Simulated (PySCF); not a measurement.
Gas-phase reaction: 3 (CH3)3SiCl + 3 C3H4 (allene) → 3 CH3SiH3 + 3 CH3Cl + 2 C6H6

Computed with PySCF (xtb for GFN2) and rigid-rotor harmonic-oscillator thermochemistry at 1 bar. † marks an energy on the PBE0/def2-TZVP geometry and frequencies; other levels use their own. CCSD(T) freezes the core. 6-31G* has spherical d functions here. All species are closed-shell singlets. B3LYP is the form with VWN-RPA correlation. CCSD(T) isn't extrapolated to the basis-set limit. The harmonic model lacks anharmonicity and excited electronic states, which grow with temperature; levels with a mode under 35 cm⁻¹ are left out. Internal rotation in (CH3)3SiCl, CH3SiH3 is treated as a harmonic vibration of one conformer, which makes the entropy rough.

```csv
level,"ΔE electronic, kJ","ΔH°(298 K), kJ","ΔS°(298 K), J/K","ΔG°(1000 K), kJ"
B3LYP/6-31G*,224,194,192,34
BLYP/def2-TZVP†,282,255,191,98
CCSD(T)/def2-SVP†,236,210,191,53
GFN2-xTB,-162,-211,149,-334
HF/6-31G*,215,188,201,21
HF/def2-TZVP†,263,237,191,80
M06-2X/def2-TZVP†,351,324,191,168
PBE/def2-TZVP†,301,274,191,118
r2SCAN/def2-TZVP†,338,311,191,155
ωB97M-V/def2-TZVP†,351,324,191,168
ωB97X-V/def2-TZVP†,318,291,191,135
```
ΔH° is lowest at GFN2-xTB and highest at ωB97M-V/def2-TZVP†. No reference value is set beside these.
